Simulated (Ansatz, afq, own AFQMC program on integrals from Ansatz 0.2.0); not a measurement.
## AlSiH, quintet: AFQMC among the cluster methods

```yaml
atoms:
  - { symbol: Si, position_ang: [0.0000, -0.0360, 1.1654] }
  - { symbol: Al, position_ang: [0.0000, -0.0118, -1.2249] }
  - { symbol: H, position_ang: [0.0000, 1.3177, 0.3154] }
```

Connectivity, by distances: SiH–Al.

Basis cc-pVDZ. Noble-gas cores (and the filled d shells of Ga–Kr and In–Xe) are frozen. AFQMC by an in-house program on the Cholesky factors that Ansatz 0.2.0 writes for its CCSD(T) run. ph-AFQMC/CISD is guided by a CISD state made of CCSD amplitudes; releasing the constraint for a short imaginary time cuts its bias at the price of noise, slowly where states lie close. ± is one standard error of the sampling.

Determinant: UHF, the one that the program's search chose, which needn't be the lowest solution. The geometry is a PBE0/def2-TZVP stationary point of this or a neighbouring charge and spin state.

No full CI on the walks' own integrals is used here; CCSDTQ serves as the reference and is uncertain by about the last step of the cluster series.

Cautions: another spin lies lower (by 3.85 eV).

The T1 diagnostic is 0.0258 and the weight of the determinant in the CISD state is 0.896. The ⟨S²⟩ of the determinant is 6.046. The size of the correlated space is 8 electrons in 31 orbitals.

```
  level  correlation energy (eV)
    MP2                  -2.4344
   CCSD                  -3.1894
CCSD(T)                  -3.2956
```

Q: Estimate where AFQMC with the constraint released lies against CCSD(T) on the same integrals.

A: 3.5 ± 0.1 kJ/mol below CCSD(T).

Reference: CCSDTQ, correlation energy -3.335 eV. The released energy is read at 2.40 1/Eh (meV from the phaseless value at times in 1/Eh: -3.2 ± 1.7 at 0.24, -4.5 ± 1.5 at 0.51, -6.9 ± 1.2 at 0.99, -8.1 ± 1.1 at 1.62, -10.2 ± 1.4 at 2.40).

| level | E − E(reference) (kJ/mol) | share of correlation (%) |
| --- | --- | --- |
| CCSD(T) | 3.8 | 98.83 |
| CCSDT | 0.6 | 99.80 |
| CCSDT(Q) | 0.1 | 99.97 |
| ph-AFQMC/CISD | 1.3 ± 0.2 | 99.61 |
| released AFQMC | 0.3 ± 0.1 | 99.92 |

CCSDT and higher add their correlation energy to the determinant of the CCSD(T) run, since their own runs factorise the integrals more tightly (a shift of under 2 meV). A walk keeps the symmetry of its determinant, which the program's search chose and which needn't be the lowest solution, so a lower state of the same spin and another symmetry isn't excluded. Released energies are given only where the last usable release times agree within the noise; a slower fall can still hide under it.
